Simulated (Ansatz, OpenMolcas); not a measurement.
**A ladder of methods for CH4Si (SMILES C=[SiH2])**

CH4Si: 6 atoms, total charge 0, spin state singlet. SMILES: `C=[SiH2]`. The coordinates come from a GFN2-xTB relaxation.

```xyz
6

C    -0.7387   -0.5472   -0.2651
Si    0.6113    0.4518    0.2183
H    -1.4085   -0.9966    0.4481
H    -0.9629   -0.7582   -1.2967
H     0.9530    0.7660    1.6007
H     1.5459    1.0842   -0.7053
```

Quantity: the energy change with the Si2–H6 bond stretched from 1.458 to 2.187 Å, in eV. The values are calculated.

```csv
level,kind,program,value (eV)
HF/STO-3G (restricted),Hartree–Fock,Ansatz,3.92
PBE/STO-3G (restricted),GGA,OpenMolcas,2.80
revPBE/STO-3G (restricted),GGA,Ansatz,2.76
r2SCAN/STO-3G (restricted),meta-GGA,OpenMolcas,3.01
RPA@PBE/STO-3G (restricted),RPA,Ansatz,2.85
ACPF/STO-3G (restricted),coupled cluster or CI,OpenMolcas,?
BCCD(T)/STO-3G (restricted),coupled cluster or CI,Ansatz,2.79
CCSDTQ/STO-3G (restricted),coupled cluster or CI,Ansatz,2.79
FCI/STO-3G,exact in the basis,Ansatz,2.78
```

Task: Estimate what the levels marked ? give.

Result: As computed at these levels: ACPF/STO-3G (restricted): 2.73 eV. Spin-restricted single references rise too steeply as a bond breaks, Hartree–Fock most of all. The first shape isn't each level's own minimum. The values span 2.73 to 3.92 eV. All rows use very small basis sets, so even the best lies far from the true value.
